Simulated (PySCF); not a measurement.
Delta-SCF ions had no search for a lower state. 

Z-matrix (Å, degrees):
```
S
H 1 1.3519
H 1 1.3519 2 92.09
```
Charge 0, spin multiplicity 1.

Task: Give the vertical ionisation energy (Delta-SCF), LUMO, HOMO, HOMO–LUMO gap, total energy and dipole moment at the level ωB97X-D3(BJ)/def2-TZVP // B3LYP-D3(BJ)/def2-SVP (PySCF).

Result: 
* **vertical ionisation energy (Delta-SCF)**: 10.48 eV
* **LUMO**: 2.69 eV
* **HOMO**: -10.00 eV
* **HOMO–LUMO gap**: 12.69 eV
* **total energy**: -399.4188 Ha
* **dipole moment**: 1.16 D
